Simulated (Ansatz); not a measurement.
H5NOSi: structure from calculated spectroscopic constants

These gas-phase data were calculated for one isomer of H5NOSi at PBE0-D3(BJ)/def2-SVP (harmonic, unscaled wavenumbers; equilibrium rotational constants with average atomic masses):

* rotational constants: 22.04, 6.817, 5.734 GHz
* all wavenumbers above 1500 cm⁻¹: 3930, 3715, 3616, 2234, 2219, 1547

Candidates:

(1) `NO[SiH3]`, a singlet
(2) `N[SiH2]O`, a singlet
(3) `ON[SiH3]`, a singlet

Problem. Which candidate do the data belong to?

Solution. Candidate (2). 2 modes lie between 3250 and 3800 cm⁻¹, one for each N–H bond, while (3) has 1. 2 modes lie between 2000 and 2380 cm⁻¹, one for each Si–H bond, while (1) has 3.

The same quantities for all candidates:

```tsv
	rotational constants (GHz)	wavenumbers above 1500 cm⁻¹	E above the lowest, PBE0-D3(BJ)/def2-SVP (kcal/mol)
(1)	30.74, 6.114, 5.588	3567, 3478, 2256, 2244, 2243, 1639	65.3
(2)	22.04, 6.817, 5.734	3930, 3715, 3616, 2234, 2219, 1547	0.0
(3)	30.57, 5.586, 5.105	3832, 3563, 2254, 2240, 2213	75.4
```

Harmonic stretches to hydrogen usually lie a few per cent above observed fundamentals. Each candidate is one conformer. Programs: Ansatz 0.2.0.
